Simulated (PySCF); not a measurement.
**Solvent effects on NMR parameters**

Structure with atom numbers: `[CH3:1][CH2:2][C:3]#[N:4]`. Each H is labelled by its parent atom.

GIAO PBE0/pcSseg-1 in PySCF on one PBE0-D3(BJ)/def2-SVP conformer, non-relativistic, equivalent nuclei averaged. Solvents enter as an IEF-PCM continuum (chloroform with ε = 4.7, acetone with ε = 20.5, acetonitrile with ε = 35.7) around the gas-phase geometry. Shifts are referred to TMS computed in the same medium.

Gas phase, δ in ppm: C3 124.9, C1 12.8, C2 12.3, H(C2) 2.05, H(C1) 1.21. Dipole moment 4.07 D.

**Question.** How does each δ change in the continuum?

**Answer.** 
| atoms | environment | Δδ, chloroform | Δδ, acetone | Δδ, acetonitrile |
| --- | --- | --- | --- | --- |
| C3 | nitrile carbon | +6.0 | +8.0 | +8.3 |
| C1 | methyl carbon | -0.1 | -0.1 | -0.1 |
| C2 | sp3 CH2 α to a nitrile | +0.5 | +0.7 | +0.7 |
| H(C2) | hydrogen on an sp3 CH2 α to a nitrile | +0.27 | +0.36 | +0.38 |
| H(C1) | hydrogen on a methyl carbon | +0.07 | +0.08 | +0.08 |

Changes are relative to the gas phase. The dipole moment becomes 4.87 D in chloroform, 5.12 D in acetone, 5.16 D in acetonitrile.

**Question.** Which nuclei move most (in ppm), and what does the model miss?

**Answer.** C3 (nitrile carbon, +8.3 ppm) in acetonitrile. A continuum only polarises the solute; specific hydrogen bonds, the anisotropy of aromatic solvents and changes of geometry or conformer are outside it.
